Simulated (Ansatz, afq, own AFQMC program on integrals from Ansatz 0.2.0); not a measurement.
## The Si1–H5 bond of SiPH5, singlet, worked out

```yaml
atoms:
  - { symbol: Si, position_ang: [-0.6313, -0.3589, -0.3893] }
  - { symbol: P, position_ang: [1.0936, -0.0115, 1.0412] }
  - { symbol: H, position_ang: [-1.8574, -0.6227, 0.4221] }
  - { symbol: H, position_ang: [-0.3185, -1.5717, -1.2034] }
  - { symbol: H, position_ang: [-0.8968, 0.7884, -1.3105] }
  - { symbol: H, position_ang: [0.6451, 1.2925, 1.4175] }
  - { symbol: H, position_ang: [1.9653, 0.4839, 0.0224] }
```

The molecule and both fragments are relaxed with PBE0/def2-SVP; the fragments keep their bonds.

Basis def2-TZVP. Noble-gas cores (and the filled d shells of Ga–Kr and In–Xe) are frozen. Integrals, coupled cluster, full CI and functionals: Ansatz 0.2.0; the random walks run on the same integrals in our own AFQMC program. ph-AFQMC/CISD is guided by a CISD state made of CCSD amplitudes; releasing the constraint for a short imaginary time cuts its bias at the price of noise, slowly where states lie close. Error bars are statistical, one sigma.

Total energies in eV. CBS is CCSD(T) at the limit of def2-TZVPP/QZVPP (extrapolated itself); the highest rung of each member is named.

Cautions: SiPH₄ (doublet): its ph-AFQMC/CISD value lies 24 ± 6 meV above CCSDT(Q).

| member | count | CCSD(T)/def2-TZVP | highest rung in def2-TZVP | which | CCSD(T)/CBS |
| --- | --- | --- | --- | --- | --- |
| SiPH₄, doublet | +1 | -17205.4209 | -17205.4798 | CCSDT(Q) | -17207.2608 |
| H (doublet) | +1 | -13.6005 | -13.6005 | FCI | -13.6059 |
| SiPH₅, singlet | -1 | -17222.9629 | -17223.0167 | CCSDT(Q) | -17224.9400 |

Problem. Work out the best estimate of the bond energy: the CCSD(T)/CBS difference plus the step from CCSD(T) to the highest rung.

Solution. Sums with the counts: CCSD(T)/CBS 4.0733 eV, highest rung 3.9364 eV, CCSD(T)/def2-TZVP 3.9415 eV. The step is 3.9364 − 3.9415 = -0.0051 eV, so the best estimate is 4.0733 + (-0.0051) = 4.0682 eV. The basis set is worth 0.132 eV of it. Zero-point, core-correlation and spin–orbit terms aren't in it. Past Ne the Hartree–Fock part of each CBS total tends to overshoot, since the cores don't follow the formula; that largely cancels in the difference.

Best estimates are given only where the step beyond CCSD(T) is under 0.3 eV and no member's determinant is very poor (T1 over 0.05, or 0.07 for open shells, ⟨S²⟩ too high by 0.3, two states mixed), so the hardest cases are missing from such tables.

CCSDT and higher add their correlation energy to the determinant of the CCSD(T) run, since their own runs factorise the integrals more tightly (a shift of under 2 meV). Each member of a difference takes its own highest rung, so a best estimate needn't equal the limit plus the step of one row.
